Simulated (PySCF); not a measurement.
A GIAO shielding run with PySCF (density fitting, non-relativistic, gas phase) on SMILES C(C=C)#N, C$_{3}$H$_{3}$N:

```
$ OMP_NUM_THREADS=1 python probes_run.py task.json out

{"job": {"kind": "nmr", "xc": "B97-2", "basis": "pcSseg-2", "pop": false}, "charge": 0, "multiplicity": 1}
C     -0.094624     0.912034    -0.511514
C      0.363532    -0.285873    -0.162589
C     -0.211630    -1.053393     0.889391
N     -0.661430    -1.692589     1.735493
H     -0.938340     1.365448    -0.005854
H      0.369693     1.466147    -1.317545
H      1.208903    -0.738876    -0.669989
```

Hardware: 1 thread of an Intel Xeon Platinum 8175M, shared host.

(1) How large is the calculation?

(2) How long does it take, and how much memory does it need?

(3) And these other runs on the same molecule and hardware: GIAO shielding at KT3/pcSseg-2; GIAO shielding at PBE0/pcSseg-2; GIAO shielding at wB97X-D/pcSseg-2; spin–spin coupling at B3LYP/pcJ-2; spin–spin coupling at B97-2/pcJ-2; spin–spin coupling at PBE0/pcJ-2?

Answers

(1) 28 electrons, 186 basis functions and 483 auxiliary functions.

(2) 18 s of wall time, with 14 SCF cycles and 5 response iterations; peak memory 0.74 GiB. Times on a shared host scatter by some tens of per cent.

(3) KT3/pcSseg-2: 186 functions, 29 s; PBE0/pcSseg-2: 186 functions, 20 s; wB97X-D/pcSseg-2: 186 functions, 21 s; B3LYP/pcJ-2: 276 functions, 33 s; B97-2/pcJ-2: 276 functions, 34 s; PBE0/pcJ-2: 276 functions, 37 s.
